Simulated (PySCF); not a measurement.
# What each rung costs, and what it gives

Saddle point of CH$_{5}$Al, singlet (AlH + CH₄ → CH₃Al ([CH3][Al]) + H₂; bonds formed: Al1–C4, H2–H3; bonds broken: Al1–H3, H2–C4), PBE0-D4/def2-TZVP structure:

```
7
angstrom
Al -1.3515 -1.0754 0.0880
H -0.2597 -0.0590 -0.8647
H -0.9068 -0.4556 -1.5607
C 0.4141 0.2565 0.4233
H 1.0664 -0.4607 0.9309
H -0.0204 0.9092 1.1864
H 1.0578 0.8849 -0.2031
```

Barriers are electronic and count from the start structure reached by relaxing down the imaginary mode.

PySCF 2.14 with density fitting (its default auxiliary sets; JK sets also for MP2 and CCSD(T)); basis: as named in each row; cores frozen in the correlated methods. B3LYP uses VWN-RPA correlation. Extrapolation: Hartree–Fock as exp(−7.88 √X), correlation as X^−2.97.

Times are rough, for one single point on 4 threads of a shared host (Oxide Virtual Turin-like).

The estimate by CCSD(T) at an estimated basis limit (MP2 extrapolated from triple and quadruple zeta, plus CCSD(T) − MP2 in triple zeta) is 126.7 kJ/mol.

| method | basis | time (s) | barrier (kJ/mol) | method less estimate |
| --- | --- | --- | --- | --- |
| HF | STO-3G | 1 | 231.4 | 104.7 |
| MP2 | def2-QZVPP | 2 | 119.6 | -7.2 |
| PBE0-D4 | def2-SVP | 3 | 103.5 | -23.2 |
| B3LYP-D4 | 6-31G | 3 | 153.0 | 26.3 |
| CCSD(T) | def2-SVP | 3 | 140.5 | 13.8 |
| PBE-D4 | def2-SVP | 3 | 86.2 | -40.5 |
| BHLYP-D4 | def2-TZVPP | 4 | 142.6 | 15.9 |
| SPW92 | def2-TZVPP | 5 | 60.3 | -66.4 |
| PBE0-D4 | def2-TZVPP | 6 | 105.0 | -21.7 |
| B3LYP-D4 | def2-TZVPP | 6 | 122.9 | -3.8 |
| PBE-D4 | def2-TZVPP | 6 | 90.0 | -36.7 |
| r2SCAN-D4 | def2-TZVPP | 10 | 94.9 | -31.8 |
| CCSD(T) | def2-TZVPP | 43 | 131.3 | 4.6 |
| wB97M-V | def2-TZVPP | 110 | 121.6 | -5.2 |

All methods are single points on the PBE0-D4 structures.

The T1 diagnostic stays at or below 0.013. The restricted Hartree–Fock reference is unstable towards an unrestricted one at one or more of these structures.

Labels in which every atom is bracketed show which atoms are joined, not bond orders.
